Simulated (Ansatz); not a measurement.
# H2O (triplet): from Hartree-Fock to the top rungs, cc-pVDZ

An exercise on one series of results from a longer session: the logs are not shown, and one member is left open.

The runs use Ansatz 0.2.0, Gaussian basis; cc-pVDZ, core rule «outside noble gas», up to 1 orbitals frozen.

Plan: UHF; CCSD(T) on ROHF; CCSD(T) on UHF; BCCD(T) on ROHF; CISD; CCSDT(Q) on ROHF; CCSDT(Q) on UHF; CASSCF and MRCISD+Q, 8 electrons in 6 orbitals; CASSCF and NEVPT2, 8 electrons in 6 orbitals.

12 further runs of the same task are left out: 1 for a mislabelled method, 3 that didn't finish, 8 set aside as unsound or not needed.

## What is computed

The geometry is a PBE0/def2-TZVP stationary point (not a proven minimum) of the parent state, kept for this charge and spin.

3 atoms, charge 0, spin multiplicity 3.

Atoms are counted from 1 here; the program's logs count them from 0.

Bond lengths: O1–H2 0.960 Å, O1–H3 0.960 Å. Angles: H2–O1–H3 105.1°.

As a file:

```xyz
3
charge 0, multiplicity 3
O     0.0000   -0.0653    0.0000
H     0.0000    0.5184   -0.7615
H     0.0000    0.5184    0.7615
```

The first run:

in.yaml reads:

```yaml
crystal:
  periodic: [false, false, false]
  atoms:
    - {symbol: O, position_ang: [0.000000, -0.065318, 0.000000]}
    - {symbol: H, position_ang: [0.000000, 0.518410, -0.761550]}
    - {symbol: H, position_ang: [0.000000, 0.518410, 0.761550]}
basis:
  gaussian: {orbitals: cc-pVDZ}
magnetization: {spin_polarized: true, initial_magnetization: 2}
hamiltonian: {xc: hf}
output: {orbitals: {seedname: orbitals}}
```

Command:

```
$ ansatz run in.yaml --threads 1 --pin off --events-out ev --progress --plain --max-ram 2393MiB
```

Among the steps run: UHF; CCSD(T) on ROHF; CCSD(T) on UHF; BCCD(T) on ROHF; CISD; CCSDT(Q) on ROHF; CCSDT(Q) on UHF; CASSCF and MRCISD+Q, 8 electrons in 6 orbitals; CASSCF and NEVPT2, 8 electrons in 6 orbitals.

One of the session's tables, all rows but one given; the rest of the session is left out.

| method | from UCCSDT(Q) (meV) |
| --- | --- |
| ROHF | +5140.7 |
| UHF | +4996.4 |
| RMP2 | +525.6 |
| UMP2 | +542.9 |
| CISD | +239.9 |
| RCCSD | +94.1 |
| UCCSD | ? |
| RCCSD(T) | +15.6 |
| UCCSD(T) | +14.9 |
| BCCD(T) | +15.7 |
| RCCSDT | +7.4 |
| UCCSDT | +6.7 |
| RCCSDT(Q) | +0.7 |
| UCCSDT(Q) | 0 |
| CASSCF valence | +4573.5 |
| NEVPT2 valence | +679.1 |
| MRCISD valence | +189.4 |
| MRCISD+Q valence | +5.8 |

Estimate the missing values for UCCSD.

**Answer.** from UCCSDT(Q) (meV): +91.4. In the column «from UCCSDT(Q) (meV)» it lies between BCCD(T) (+15.7) and RCCSD (+94.1).

Limits of these values: Restricted and unrestricted rows rest on different reference determinants; where their highest levels disagree by more than a few hundredths of an eV, they describe different states and don't form one ladder.
